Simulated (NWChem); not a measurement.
System: phosphine (PH3); SMILES P

Results from NWChem. Pople sets run with spherical d functions. All runs use the structure optimised with PBE0/def2-SVP. B3LYP is NWChem's, with the RPA form of VWN correlation.

Problem. Taking B3LYP/aug-cc-pVTZ as the yardstick, which of these has the fewest basis functions while keeping “highest occupied level (eV)” within 0.1 eV of it: B3LYP/6-311++G**; B3LYP/6-31+G*; B3LYP/6-31G*; B3LYP/def2-SVPD; B3LYP/STO-3G; B3LYP/def2-SVP; B3LYP/3-21G; B3LYP/def2-TZVP?

Solution. B3LYP/6-31+G* (a larger set in the list lies outside the tolerance).
| level | basis functions | highest occupied level (eV) |
|---|---|---|
| B3LYP/STO-3G | 12 | -4.68 |
| B3LYP/3-21G | 19 | -7.39 |
| B3LYP/6-31G* | 24 | -7.54 |
| B3LYP/6-31+G* | 28 | -7.65 |
| B3LYP/def2-SVP | 33 | -7.53 |
| B3LYP/def2-SVPD | 48 | -7.63 |
| B3LYP/6-311++G** | 51 | -7.67 |
| B3LYP/def2-TZVP | 55 | -7.67 |
| B3LYP/aug-cc-pVTZ | 119 | -7.71 |

The yardstick is one finite set, not the basis-set limit.
